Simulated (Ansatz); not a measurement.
System: hcp Ti. Method: PBEsol in Ansatz (PAW).

Settings: plane-wave cutoff 520 eV, 24×24×14 k mesh (along the axes of the cell as run), Fermi–Dirac smearing 0.029 eV (set by the program), no spin polarisation, scalar-relativistic PAW data made under PBE.

Cell (measured lattice):

Space group P6₃/mmc (No. 194); a = b = 2.951 Å, c = 4.683 Å, α = β = 90.00°, γ = 120.00°

| atom | site | symmetry | x | y | z |
|---|---|---|---|---|---|
| Ti | 2c | -6m2 | 0.3333 | 0.6667 | 0.2500 |

### Question
What does this level give for the Voigt–Reuss–Hill bulk modulus, Voigt–Reuss–Hill shear modulus (Hill average), elastic constant C11, elastic constant C12, elastic constant C13, elastic constant C33, elastic constant C44 and elastic constant C66?

### Answer

- Voigt–Reuss–Hill bulk modulus: 98.1 GPa
- Voigt–Reuss–Hill shear modulus (Hill average): 45.5 GPa
- elastic constant C11: 160 GPa
- elastic constant C12: 69.2 GPa
- elastic constant C13: 63.2 GPa
- elastic constant C33: 172 GPa
- elastic constant C44: 42.2 GPa
- elastic constant C66: 45.4 GPa

Measured, for comparison: elastic constant C11 176 GPa, elastic constant C12 87 GPa, elastic constant C13 68 GPa, elastic constant C33 191 GPa, elastic constant C44 51 GPa (4 K, zero-point motion not removed; as tabulated in Ferrari et al. (2019), arXiv:1905.01197). Computed (rounded) less measured: elastic constant C11 -9 %, elastic constant C12 -20 %, elastic constant C13 -7 %, elastic constant C33 -10 %, elastic constant C44 -17 %.

Note: the cell isn't this level's own, so it is under some stress, which shifts stiffness and frequencies.

Elastic constants are with the ions relaxed.

Ansatz is a program for electronic structure.
